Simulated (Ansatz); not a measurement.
For zinc-blende GaSb, PBE-D4 (plane waves, PAW; Ansatz, an electronic-structure program) gives:

```
Property                     Result
-------------------  --------------
lattice parameter a         6.111 Å
formation enthalpy   -0.095 eV/atom
```

Q: What does r²SCAN+rVV10 (Ansatz, plane waves, PAW) give for the same quantities?

A: 
- lattice constant a: 6.105 Å (drops by 0.1 %)
- formation enthalpy: -0.207 eV/atom (moves by -0.112 eV/atom)

For comparison: lattice constant a 6.096 Å (measured, 300 K, not corrected to a static lattice; as tabulated in Vurgaftman et al. (2001), doi:10.1063/1.1368156); formation enthalpy -0.22 eV/atom (measured, 298 K, not corrected to a static lattice; as tabulated in Zhang et al. (2018), doi:10.1038/s41524-018-0065-z).

Changes are worked out from the printed values.

Unless a cell is named, each level is at its own relaxed cell (PBE-D4 28.53, r²SCAN+rVV10 28.45 Å³/atom).

Levels without +SOC leave out spin–orbit coupling, which shifts energies and cells of such heavy elements.

Ansatz's density-functional and Hartree–Fock values are scalar-relativistic unless marked +SOC, with PAW data made under PBE.
